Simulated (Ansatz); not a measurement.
# CH₃ radical (SMILES [CH3]): functionals against CCSD(T) at one geometry

One table from this session's results is given with a row withheld; the runs are named, their logs left out.

Computed with Ansatz 0.2.0, Gaussian basis. Level: single points in def2-TZVPP.

Cores are frozen in the correlated methods. Orbitals are unrestricted.

**Starting geometry**

SMILES `[CH3]`, 4 atoms, charge 0, spin multiplicity 2.

Atoms are counted from 1 here; the program's logs count them from 0.

Bond lengths: C1–H2 1.155 Å, C1–H3 1.096 Å, C1–H4 1.036 Å. Angles: H2–C1–H3 117.8°, H2–C1–H4 123.0°, H3–C1–H4 119.2°.

Geometry (Å):

```xyz
4

C     0.0139    0.0000    0.0020
H     0.0321    0.9755    0.6199
H    -0.8720   -0.1998   -0.6116
H     0.7732   -0.7033    0.0358
```

The first run:

The input, run/in.yaml:

```yaml
crystal:
  periodic: [false, false, false]
  atoms:
    - {symbol: C, position_ang: [0.013900, 0.000000, 0.002000]}
    - {symbol: H, position_ang: [0.032100, 0.975500, 0.619900]}
    - {symbol: H, position_ang: [-0.872000, -0.199800, -0.611600]}
    - {symbol: H, position_ang: [0.773200, -0.703300, 0.035800]}
basis:
  gaussian: {orbitals: def2-TZVPP}
magnetization: {spin_polarized: true, initial_magnetization: 1}
correlation: {method: ccsd_t}
scf: {omitted_lower_state_checks: [cluster_reference]}
output: {forces: true}
```

The command line of these runs was not kept.

Steps of the session up to this table: CCSD(T)/def2-TZVPP; PBE0-D4/def2-TZVPP; wB97M-V/def2-TZVPP; r2SCAN-D4/def2-TZVPP; PBE-D4/def2-TZVPP; r2SCANh-D4/def2-TZVPP; SPW92/def2-TZVPP.

One table of the session follows, with a row left open; its other results are not shown here.

```
    method  RMS force component (eV/Å)  angle to CCSD(T) forces (°)
   CCSD(T)                       1.314                    reference
   PBE0-D4                       1.325                          0.6
   wB97M-V                       1.316                          1.5
 r2SCAN-D4                       1.312                          0.4
    PBE-D4                       1.301                          5.9
r2SCANh-D4                           ?                            ?
     SPW92                       1.315                          8.1
```

**Question.** Estimate the row for r2SCANh-D4.

**Answer.** RMS force component (eV/Å): 1.321; angle to CCSD(T) forces (°): 1.2. In the column «RMS force component (eV/Å)» it lies between wB97M-V (1.316) and PBE0-D4 (1.325).
